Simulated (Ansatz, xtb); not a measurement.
# Two isomers of FH4PSi

Structure a: `FP[SiH3]`, a singlet. Structure b: `F[SiH2]P`, a singlet. Both are isolated molecules in the gas phase, relaxed with BLYP-D3(BJ)/def2-SVP; the shapes shown needn't be the lowest conformers.

a (Å):

```xyz
7

F    -0.9021   -0.3519    0.6804
P    -2.4646   -0.6449    0.1824
Si   -2.2752   -2.9439    0.0200
H    -2.2664   -0.4905   -1.2478
H    -2.1907   -3.5063    1.4059
H    -1.0556   -3.3463   -0.7532
H    -3.5137   -3.4587   -0.6569
```

b (Å):

```xyz
7

F    -0.1104   -1.7133    0.6747
P    -2.6640   -3.5302   -0.0281
Si   -1.6910   -1.4850    0.2835
H    -1.7302   -0.5959   -0.9227
H    -2.3774   -0.8172    1.4364
H    -2.2429   -3.6193   -1.4033
H    -3.9129   -2.8936   -0.3742
```

Quicker runs give these differences E(b) − E(a): GFN2-xTB −14.5 kcal/mol; HF/STO-3G −16.4 kcal/mol (at GFN2-xTB geometries); r2SCAN-D4/def2-SVP −32.9 kcal/mol (at GFN2-xTB geometries).

Problem. Estimate E(b) − E(a) at the level CCSD(T)/def2-TZVP.

Solution. Calculated at CCSD(T)/def2-TZVP: E(b) − E(a) = −34.3 kcal/mol, so structure b lies lower.

The same difference at several levels:

```tsv
level	geometry	E(b) − E(a) (kcal/mol)	departure from the last row (kcal/mol)	job, with rough time for the two
GFN2-xTB	GFN2-xTB	−14.5	+19.8	optimisation, 0.15 s
HF/STO-3G	GFN2-xTB	−16.4	+17.9	single point, 0.22 s
r2SCAN-D4/def2-SVP	GFN2-xTB	−32.9	+1.3	single point, 1.8 s
BLYP-D3(BJ)/def2-SVP	BLYP-D3(BJ)/def2-SVP	−31.1	+3.2	optimisation, 13 s
HF/def2-TZVP	BLYP-D3(BJ)/def2-SVP	−34.0	+0.2	part of the CCSD(T) run
MP2/def2-TZVP	BLYP-D3(BJ)/def2-SVP	−36.0	−1.8	part of the CCSD(T) run
CCSD(T)/def2-TZVP	BLYP-D3(BJ)/def2-SVP	−34.3		single point, 15 s
```

As drawn, b has 1 F–Si, 1 P–H in place of 1 F–P, 1 Si–H.

The levels shown agree on the order. The largest departure from CCSD(T)/def2-TZVP is that of GFN2-xTB, 19.8 kcal/mol.

With harmonic frequencies from BLYP-D3(BJ)/def2-SVP (ideal gas, rigid rotor, one conformer each, 298.15 K, 1 atm): on the last row, ΔE + ΔZPE = −33.7, ΔH = −33.8, ΔG = −33.7 kcal/mol.

The correlated steps freeze 11 core orbitals. Codes used: Ansatz 0.2.0, xtb 6.7.1; the last row on 1 thread of Intel(R) Xeon(R) 6975P-C (Granite Rapids) on a shared host.
